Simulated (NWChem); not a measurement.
System: water (H$_{2}$O); SMILES O

The following NWChem deck was run.

```
start job
memory heap 200 mb stack 900 mb global 1100 mb
geometry units angstroms noautoz
  O      0.000000     0.000000     0.123617
  H      0.761567     0.000000    -0.460140
  H     -0.761567     0.000000    -0.460140
end
basis spherical
  * library def2-tzvpd
end
dft
  xc xcamb88 1.00 lyp 0.81 vwn_5 0.19 hfexch 1.00
  cam 0.33 cam_alpha 0.19 cam_beta 0.46
  iterations 150
  vectors input atomic output neutral.movecs
end
task dft energy
charge 1
dft
  odft
  mult 2
  vectors input atomic output cation.movecs
end
task dft energy
```

Geometry: optimised at PBE0-D3(BJ)/def2-TZVP.

Ions are spin-unrestricted doublets at the neutral geometry; other ion states weren't tried.

**Question.** Predict the main results of this run. (CAM-B3LYP/def2-TZVPD, vertical spin-unrestricted ions.) Quantities: basis functions; vertical ionisation energy, ΔSCF (eV); −ε(HOMO) (eV).

**Answer.** 
| Quantity | Value |
|---|---|
| number of basis functions | 58 |
| vertical ionisation energy, ΔSCF (eV) | 12.79 |
| −ε(HOMO) (eV) | 10.69 |
